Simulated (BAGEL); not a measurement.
# HNO (nitroxyl): CASPT2(12,9)/def2-TZVPPD (density fitting with cc-pvqz-jkfit)

Aim: the energy change on altering one bond length of HNO (nitroxyl) at CASPT2(12,9)/def2-TZVPPD (density fitting with cc-pvqz-jkfit), from 2 runs. 

The results are computed with BAGEL 1.2.2.

2 further runs of the same task are left out: 2 set aside as unsound or not needed. Runs told in other sessions of the task aren't counted.

### 1 Starting point

The species is HNO (3 atoms), meant as a singlet with charge 0. SMILES: `N=O`. Geometry: relaxed at GFN2-xTB.

Bond lengths: N1–O2 1.201 Å, N1–H3 1.062 Å. Angles: O2–N1–H3 112.4°.

### 2 A single-point energy at CASPT2(12,9)/def2-TZVPPD (density fitting with cc-pvqz-jkfit)

input.json

```json
{ "bagel": [

{
  "title": "molecule",
  "basis": "def2-tzvppd.json",
  "df_basis": "cc-pvqz-jkfit",
  "angstrom": "true",
  "geometry": [
    { "atom": "N", "xyz": [   -0.275940,    0.297220,   -0.114780 ] },
    { "atom": "O", "xyz": [    0.768580,    0.418030,    0.466150 ] },
    { "atom": "H", "xyz": [   -0.492640,   -0.715240,   -0.351380 ] }
  ]
},
{
  "title": "hf"
},
{
  "title": "casscf",
  "nstate": 1,
  "nact": 9,
  "nclosed": 2,
  "maxiter": 200,
  "natocc": "true"
},
{
  "title": "print",
  "file": "orbitals.molden",
  "orbitals": "true"
},
{
  "title": "smith",
  "method": "caspt2",
  "ms": "true",
  "xms": "true",
  "sssr": "true",
  "shift": 0.0,
  "ncore": 2
}

]}
```

The basis set def2-TZVPPD is read from a file made from the Basis Set Exchange's data (not shown).

The run is started by

```console
$ BAGEL_NUM_THREADS=1 BAGEL input.json > input.out
```

Log:

```text
* using 1 threads per process

  ===============================================================
  ===============================================================

  *** Geometry ***

  { "atom" : "N", "xyz" : [     -0.521451,      0.561664,     -0.216903 ] },
  { "atom" : "O", "xyz" : [      1.452406,      0.789962,      0.880896 ] },
  { "atom" : "H", "xyz" : [     -0.930955,     -1.351608,     -0.664012 ] },

  Number of auxiliary basis functions:      263

  Since a DF basis is specified, we compute 2- and 3-index integrals:
    o Being stored without compression. Storage requirement is 0.019 GB

  Number of basis functions:       94
  Number of electrons      :       16

    * METHOD: MOLECULE                             0.23

  *** RHF ***

  === Nuclear Repulsion ===
    30.4051266689

      * DIIS with orbital gradients will be used.

[... 6 lines left out ...]
    * SCF iteration converged.
[... 1 line left out ...]
    * Permanent dipole moment:
[... 22 lines left out ...]
    * Second-order optimization converged. *
[... 13 lines left out ...]
     * ci vector, state   0, <S^2> = -0.0000
[... 7 lines left out ...]
    * METHOD: CASSCF                              15.60

    * METHOD: PRINT                                0.03

  === SMITH program ===

    * freezing 2 orbitals

    * Approximate memory requirement for SMITH calulation per MPI process:
      o Storage requirement for T-amplitude, lambda, and residual is 0.01 GB
      o Storage requirement for MO integrals is 0.01 GB
    * Calculating and saving rdm4f

    * Zeroth order energy : state  0       -9.7296644970

    * CASPT2 iteration is performed using redundant basis

      ---- iteration ----

        0    -0.30061985     0.00749343      0.61
        1    -0.30210773     0.00063502      0.62
        2    -0.30213204     0.00008934      0.79
        3    -0.30213235     0.00000991      0.80
        4    -0.30213236     0.00000170      0.80
        5    -0.30213236     0.00000026      0.81

      -------------------

    * CASPT2 energy : state  0     -130.2803148411
        reference weight              0.9360326057

    * METHOD: SMITH                                9.77

  ===============================================================
```

It took 27 s on 1 thread of Intel Xeon Platinum 8259CL at 2.50GHz (Skylake/Cascade Lake), shared host; peak memory 0.62 GiB.

### 3 The distorted shape at the same level

calc.json

```json
{ "bagel": [

{
  "title": "molecule",
  "basis": "def2-tzvppd.json",
  "df_basis": "cc-pvqz-jkfit",
  "angstrom": true,
  "geometry": [
    { "atom": "N", "xyz": [   -0.210931,    0.600954,   -0.043801 ] },
    { "atom": "O", "xyz": [    0.833589,    0.721764,    0.537129 ] },
    { "atom": "H", "xyz": [   -0.492640,   -0.715240,   -0.351380 ] }
  ]
},
{ "title": "hf" },
{ "title": "casscf", "nstate": 1, "nact": 9, "nclosed": 2, "nspin": 0, "maxiter": 200, "natocc": true },
{ "title": "print", "file": "orbitals.molden", "orbitals": true },
{ "title": "smith", "method": "caspt2", "ms": true, "xms": true, "sssr": true, "shift": 0.0, "ncore": 2 }

]}
```

The basis set def2-TZVPPD is read from a file made from the Basis Set Exchange's data (not shown).

The run is started by

```console
$ BAGEL_NUM_THREADS=1 BAGEL calc.json > calc.out
```

Log:

```text
* using 1 threads per process

  ===============================================================
  ===============================================================

  *** Geometry ***

  { "atom" : "N", "xyz" : [     -0.398602,      1.135638,     -0.082772 ] },
  { "atom" : "O", "xyz" : [      1.575255,      1.363936,      1.015027 ] },
  { "atom" : "H", "xyz" : [     -0.930955,     -1.351608,     -0.664012 ] },

  Number of auxiliary basis functions:      263

  Since a DF basis is specified, we compute 2- and 3-index integrals:
    o Being stored without compression. Storage requirement is 0.019 GB

  Number of basis functions:       94
  Number of electrons      :       16

    * METHOD: MOLECULE                             0.16

  *** RHF ***

  === Nuclear Repulsion ===
    29.3222891081

      * DIIS with orbital gradients will be used.

[... 6 lines left out ...]
    * SCF iteration converged.
[... 1 line left out ...]
    * Permanent dipole moment:
[... 22 lines left out ...]
    * Second-order optimization converged. *
[... 15 lines left out ...]
     * ci vector, state   0, <S^2> = -0.0000
[... 9 lines left out ...]
    * METHOD: CASSCF                               8.09

    * METHOD: PRINT                                0.02

  === SMITH program ===

    * freezing 2 orbitals

    * Approximate memory requirement for SMITH calulation per MPI process:
      o Storage requirement for T-amplitude, lambda, and residual is 0.01 GB
      o Storage requirement for MO integrals is 0.01 GB
    * Calculating and saving rdm4f

    * Zeroth order energy : state  0       -9.5706003891

    * CASPT2 iteration is performed using redundant basis

      ---- iteration ----

        0    -0.29551874     0.00648375      0.57
        1    -0.29669881     0.00047683      0.62
        2    -0.29671267     0.00005175      0.79
        3    -0.29671278     0.00000494      0.76
        4    -0.29671279     0.00000067      0.79

      -------------------

    * CASPT2 energy : state  0     -130.2561013682
        reference weight              0.9346637963

    * METHOD: SMITH                                8.48

  ===============================================================
```

It took 18 s on 1 thread of Intel Xeon Platinum 8259CL at 2.50GHz (Skylake/Cascade Lake), shared host; peak memory 0.63 GiB.

### 4 Results

Level: CASPT2(12,9)/def2-TZVPPD (density fitting with cc-pvqz-jkfit), 2 core orbitals frozen.

```
                                                         quantity          value
                                        first shape: total energy  -130.28031 Eh
                                    distorted shape: total energy  -130.25610 Eh
energy change with the N1–H3 bond stretched from 1.062 to 1.381 Å       0.659 eV
```

In words: With the N1–H3 bond stretched from 1.062 to 1.381 Å the energy rises by 0.66 eV (15.2 kcal/mol). The first shape isn't relaxed at this level, so the change isn't measured from a minimum.
